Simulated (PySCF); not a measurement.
**HAlB⁺, singlet in 6-31G: errors against full CI**

Geometry: that of the HAlB, doublet, kept fixed.

```xyz
3

B     0.0000   -0.1388    1.5159
Al    0.0000    0.0968   -0.5473
H     0.0000   -1.1027   -1.6081
```

Basis 6-31G; PySCF 2.14.0. Correlated methods freeze the noble-gas cores, which leaves 6 electrons in 18 orbitals. R marks a restricted (for open shells ROHF) determinant, U an unrestricted one.

Full CI is exact within this basis and frozen core; it isn't the basis-set limit. The frozen core follows each run's orbitals, which can shift R against U totals by a few meV.

Unrestricted rows (U) aren't spin-pure: their determinants' ⟨S²⟩ exceeds S(S+1) by up to 0.89, so they mix in states of higher spin.

The UHF ⟨S²⟩ is 0.889 and the T1 diagnostic (ROHF- or RHF-based CCSD) is 0.0439. The largest doubles amplitude (ROHF- or RHF-based CCSD) is 0.224.

```
   level  E − E(RHF) (eV)
     UHF          -0.7830
    RMP2          -1.8347
    UMP2          -2.0121
   RCCSD          -2.9753
   UCCSD          -2.9442
RCCSD(T)          -3.0522
UCCSD(T)          -3.0125
```

(1) Estimate how far full CI in 6-31G lies from RCCSD(T). The table doesn't fix it; the size of (T) and the diagnostics are the guide.

(1) Full CI in 6-31G lies 3.4 kJ/mol below RCCSD(T), which is 45 % of the (T) step (-7.4 kJ/mol). T1 is raised, a doubles amplitude is large, RHF is unstable towards spin polarisation, and the rest is a large part of (T).

The other levels:

| level | E − E(full CI) (kJ/mol) | share of correlation (%) | wall time |
| --- | --- | --- | --- |
| RCCSDT | 1.3 | 99.58 | – |
| UCCSDT | 1.4 | 99.55 | 5.8 s |
| RCCSDT(Q) | 0.3 | 99.89 | 1 s |

The correlation energy at full CI, counted from RHF, is -3.087 eV. The search over symmetries took 2.8 min on 1 thread of Arm Neoverse V1, shared host; the state has 336,128 determinants.

Times are those of the correlated step on a shared host, with one SCF added for the restricted CCSD run; they ran on 1 thread of Arm Neoverse V1.

The full-CI state has the irrep A' of Cs, in the program's axes.

Natural occupations of full CI about the gap: 1.955 1.925 1.734 0.179 0.071 0.067 0.027 0.015 0.013 0.004; effectively unpaired electrons, Σ n²(2−n)², 0.39.
